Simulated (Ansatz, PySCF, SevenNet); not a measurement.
Rock-salt MgS, cohesive energy

Reference value: 4.04 eV/atom (measured, corrected for zero-point motion; as tabulated in Goldzak et al. (2022), arXiv:2208.04865).

### Question
What do SevenNet-l3i5, LDA, PBE, revPBE, PBEsol-D3(BJ), r²SCAN-D4, r²SCAN+rVV10, B3LYP (VWN-RPA form), HSE06-D3(BJ), Hartree–Fock, MP2, CCSD(T) give, and how far is each from the reference?

### Answer

```tsv
level (code)	value (eV/atom)	cell (Å³/atom)	error (eV/atom)
SevenNet-l3i5	3.81	17.86	-0.23
LDA (Ansatz)	4.36	16.87	+0.32
PBE (Ansatz)	3.72	17.88	-0.32
revPBE (Ansatz)	3.46	18.29	-0.58
PBEsol-D3(BJ) (Ansatz)	4.34	16.76	+0.30
r²SCAN-D4 (Ansatz)	4.12	17.41	+0.08
r²SCAN+rVV10 (Ansatz)	4.15	17.47	+0.11
B3LYP (VWN-RPA form) (Ansatz)	3.41	18.03	-0.63
HSE06-D3(BJ) (Ansatz)	4.20	16.71	+0.16
Hartree–Fock (PySCF)	2.86 ± 0.08	18.44	-1.18
MP2 (PySCF)	4.37 ± 0.1	17.36	+0.33
CCSD(T) (PySCF)	4.10 ± 0.1	17.63	+0.06
```

Leaving aside SevenNet-l3i5 (doubt noted below): Once the reference is moved by up to 0.03 eV/atom (a margin picked here for doubts on the reference and the settings) and values within 0.03 eV/atom count as equal, the nearest can be CCSD(T) (+0.06 eV/atom) or r²SCAN-D4 (+0.08 eV/atom). Among them Hartree–Fock (-1.18 eV/atom) misses by most. Within 0.2 eV/atom: r²SCAN-D4, r²SCAN+rVV10, HSE06-D3(BJ), CCSD(T).

Free atoms are spin-polarised, in the lowest state found; at levels without +SOC their spin–orbit coupling is left out.  A ± on a computed value is a rough bar: the spread of its extrapolation, a floor set from checks against published values, or a statistical error. SevenNet-l3i5: free atoms can lie outside what these potentials were trained on. Each level is taken at its own relaxed cell. Cutoffs and k meshes differ between the levels. Ansatz's density-functional and Hartree–Fock values are scalar-relativistic unless marked +SOC, with PAW data made under PBE.

Machine-learned potentials (SevenNet-l3i5) are trained on DFT data: a solid inside that data is no test of them.

Differences are worked out from the printed values.

Ansatz is a quantum-chemistry and plane-wave program.
